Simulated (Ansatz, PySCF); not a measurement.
Molecule: methyl chloride, CH3Cl, net charge 0, singlet state. SMILES: CCl
Geometry: optimised at B3LYP-D3(BJ)/def2-TZVP (Ansatz, a quantum-chemistry and plane-wave program).


Quantity: enthalpy of formation at 298 K (from the atomisation energy, B3LYP-D3(BJ)/def2-TZVP harmonic zero-point and thermal terms from PySCF, and the atoms' enthalpies of formation in the G2/97 table; no spin-orbit terms, and no core term in the frozen-core levels), in kcal/mol. Valence correlation only, unless marked. UHF or UKS for open shells. Spin-orbit coupling is left out. Non-relativistic. The coupled-cluster limit lacks core correlation, which all-electron functionals hold. CBS(X,Y): correlation extrapolated as X^-3; Hartree-Fock from the larger set.

Measured: -19.7 kcal/mol (Active Thermochemical Tables 1.112 (ions: stationary electron), as tabulated in the package chemicals); it holds spin-orbit and relativistic effects, which these rows lack, and core correlation, which the frozen-core levels lack.

```json
[
 {"level": "PBE0/def2-SVP", "program": "Ansatz", "enthalpy of formation at 298 K (kcal/mol)": "-19.0", "error against measurement": "0.7"},
 {"level": "PW6B95/def2-TZVPD", "program": "PySCF", "enthalpy of formation at 298 K (kcal/mol)": "-20.0", "error against measurement": "-0.3"},
 {"level": "HSE06-D3(BJ)/def2-TZVPD", "program": "Ansatz + dftd3", "enthalpy of formation at 298 K (kcal/mol)": "-21.0", "error against measurement": "-1.3"},
 {"level": "LC-wPBE-D3(BJ)/def2-TZVPD", "program": "Ansatz + dftd3", "enthalpy of formation at 298 K (kcal/mol)": "-17.6", "error against measurement": "2.1"},
 {"level": "MP2/CBS(def2-TZVPP,def2-QZVPP)", "program": "Ansatz", "enthalpy of formation at 298 K (kcal/mol)": "-23.6", "error against measurement": "-3.9"},
 {"level": "RI-MP2/CBS(def2-TZVPPD,def2-QZVPPD)", "program": "Ansatz", "enthalpy of formation at 298 K (kcal/mol)": "-23.3", "error against measurement": "-3.6"},
 {"level": "CCSD(T)/CBS(def2-TZVPPD,def2-QZVPPD)", "program": "Ansatz", "enthalpy of formation at 298 K (kcal/mol)": "-19.7", "error against measurement": "0.0"}
]
```
